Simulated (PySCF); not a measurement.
Gas-phase reaction: 2 SiH₃ + C₂H₅F + SiHF₃ ⇌ 2 CH₃SiH₃ + SiF₄

Energies from PySCF (xtb for GFN2), thermal terms from the rigid-rotor harmonic-oscillator model, ideal gas at 1 bar. † marks an energy on the PBE0/def2-TZVP geometry and frequencies; other levels use their own. MP2 freezes the core. 6-31G* has spherical d functions here. Open shells (unrestricted): SiH₃ (multiplicity 2); the rest are closed-shell singlets. GFN2 has no spin-polarisation term. MP2 isn't extrapolated to the basis-set limit.

| level | ΔH°(298 K), kJ |
|---|---|
| BLYP/def2-TZVP† | ? |
| GFN2-xTB | ? |
| HF/6-31G* | -478 |
| MP2/def2-TZVPP† | -588 |
| PBE0/def2-TZVP | -548 |

Task: Fill in the missing entries.

Result: 
- BLYP/def2-TZVP†, ΔH°(298 K), kJ: -526
- GFN2-xTB, ΔH°(298 K), kJ: -427
